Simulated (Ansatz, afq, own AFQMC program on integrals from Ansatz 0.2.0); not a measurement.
**SiGeH$_{2}$, singlet in cc-pVDZ, levels against CCSDT(Q)**

```xyz
4

Si    0.0000    0.0739    1.5276
Ge    0.0000   -0.0072   -0.6375
H     0.0000   -0.2354    2.6964
H     0.0000   -1.3068    0.6800
```

Connectivity, by distances: SiH–Ge, 1 bridging H.

Basis cc-pVDZ. Noble-gas cores (and the filled d shells of Ga–Kr and In–Xe) are frozen. Integrals, coupled cluster, full CI and functionals: Ansatz 0.2.0; the random walks run on the same integrals in our own AFQMC program. ph-AFQMC/CISD is guided by a CISD state made of CCSD amplitudes; releasing the constraint for a short imaginary time cuts its bias at the price of noise, slowly where states lie close. ± is one standard error of the sampling. No spin–orbit coupling.

Determinant: UHF, the one that the program's search chose, which needn't be the lowest solution. The geometry is a point of a scan.

No full CI on the walks' own integrals is used here; CCSDT(Q) serves as the reference and is uncertain by about the last step of the cluster series.

Cautions: no relativity below Rb; no spin-orbit coupling; inner d shell frozen; higher spins were not checked; an unrestricted solution with more broken spin lies lower (91 meV, ⟨S²⟩ 0.41), while this determinant keeps restricted orbitals.

The T1 diagnostic is 0.0185 and the weight of the determinant in the CISD state is 0.845. The ⟨S²⟩ of the determinant is 0.000. The size of the correlated space is 10 electrons in 36 orbitals.

Reference: CCSDT(Q), correlation energy -6.188 eV. The released energy is read at 2.40 1/Eh (meV from the phaseless value at times in 1/Eh: -4 ± 13 at 0.24, -19 ± 13 at 0.51, -16 ± 12 at 0.99, -51 ± 10 at 1.62, -30 ± 14 at 2.40).

| level | E − E(reference) (kcal/mol) | share of correlation (%) |
| --- | --- | --- |
| HF | 142.69 | 0.00 |
| MP2 | 27.30 | 80.87 |
| CCSD | 7.96 | 94.42 |
| CCSD(T) | 1.31 | 99.08 |
| CCSDT | 0.57 | 99.60 |
| ph-AFQMC/HF | -4.05 ± 1.78 | 102.84 |
| ph-AFQMC/CISD | 0.89 ± 0.29 | 99.38 |
| released AFQMC | 0.21 ± 0.33 | 99.86 |

A walk keeps the symmetry of its determinant, which the program's search chose and which needn't be the lowest solution, so a lower state of the same spin and another symmetry isn't excluded. Released energies are given only where the last usable release times agree within the noise; a slower fall can still hide under it.
